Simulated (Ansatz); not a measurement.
```xyz
15

F    -0.984    0.787    1.761
C    -0.165   -0.214    1.231
C     1.058    0.433    0.586
C     0.762    0.496   -0.927
C    -0.704    0.078   -1.069
C    -0.906   -0.887    0.094
H     0.077   -0.881    2.062
H     1.206    1.419    1.029
H     1.955   -0.151    0.797
H     1.402   -0.211   -1.462
H     0.958    1.483   -1.350
H    -0.928   -0.365   -2.041
H    -1.361    0.942   -0.940
H    -1.949   -1.083    0.349
H    -0.423   -1.847   -0.120
```

Total charge 0; spin multiplicity 1.

Question: List the PBE/def2-TZVPP orbital energies in eV (Ansatz 0.2.0). (An estimate is asked.)

Answer: Computed: Occupied: -659.25, -270.73, -268.85, -268.84, -268.84, -268.79, -29.37, -20.88, -17.71, -17.50, -14.14, -14.04, -12.53, -12.11, -11.15, -10.76, -9.70, -9.41, -8.71, -8.30, -8.25, -7.82, -7.46, -7.27. Lowest empty: 0.28, 0.93, 1.50, 1.61, 1.90, 2.21, 2.41, 2.50.
